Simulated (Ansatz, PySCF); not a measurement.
Species: AlCl$_{2}$ (charge 0, doublet). It need not be the lowest isomer of its formula. SMILES: [Cl][Al][Cl]
Geometry from a B3LYP-D3(BJ)/def2-TZVP (Ansatz, an electronic-structure program) optimisation:
```xyz
3

Al    -0.0038     0.7767     0.0269
Cl     1.8221    -0.2876    -0.0212
Cl    -1.8191    -0.3063     0.0006
```
Charge 0, spin multiplicity 2.


Quantity: enthalpy of formation at 298 K (from the atomisation energy, B3LYP-D3(BJ)/def2-TZVP harmonic zero-point and thermal terms from PySCF, and the atoms' enthalpies of formation in the G2/97 table; no spin-orbit terms, and no core term in the frozen-core levels), in kcal/mol. Correlated levels leave the core frozen unless marked. UHF or UKS for open shells. Spin-orbit coupling is left out. Non-relativistic. The coupled-cluster limit lacks core correlation, which all-electron functionals hold. Basis-set limits of correlation are two-point, X^-3; Hartree-Fock from the larger set.

```tsv
level	program	enthalpy of formation at 298 K (kcal/mol)	minus last row
HF/cc-pVTZ	Ansatz	-14.8	43.4
BLYP-D3(BJ)/def2-TZVPD	Ansatz + dftd3	-50.0	8.2
r2SCAN-D4/def2-TZVPD	Ansatz + dftd4	-63.3	-5.1
B3LYP-D4/def2-TZVPD	Ansatz + dftd4	-51.0	7.2
PBE0/STO-3G	Ansatz	-132.6	-74.4
TPSSh/def2-TZVPD	PySCF	-55.4	2.8
PW6B95/def2-TZVPD	PySCF	-55.7	2.5
MN15-D3(BJ)/def2-TZVPD	PySCF + dftd3	-62.8	-4.6
MN15/def2-TZVPD	PySCF	-62.8	-4.6
HSE06/def2-TZVPD	Ansatz	-55.9	2.3
wB97M-V/def2-TZVPD	Ansatz	-55.9	2.3
wB97X-V/def2-TZVPD	Ansatz	-55.9	2.3
B2PLYP-D4/def2-TZVPD	Ansatz + dftd4	-52.6	5.6
RPA@PBE/cc-pV(T+d)Z	Ansatz	-28.7	29.5
RPA@PBE/cc-pV(Q+d)Z	Ansatz	-35.0	23.2
MP2/6-31G	Ansatz	3.2	61.4
RI-MP2/cc-pV(T+d)Z	Ansatz	-60.3	-2.1
CCSD/STO-3G	Ansatz	-95.3	-37.1
CCSD/cc-pwCVTZ	Ansatz	-43.4	14.8
CCSD/CBS(cc-pV(T+d)Z,cc-pV(Q+d)Z)	Ansatz	-52.9	5.3
CCSD(T)/CBS(cc-pV(T+d)Z,cc-pV(Q+d)Z)	Ansatz	-58.2	0.0
```
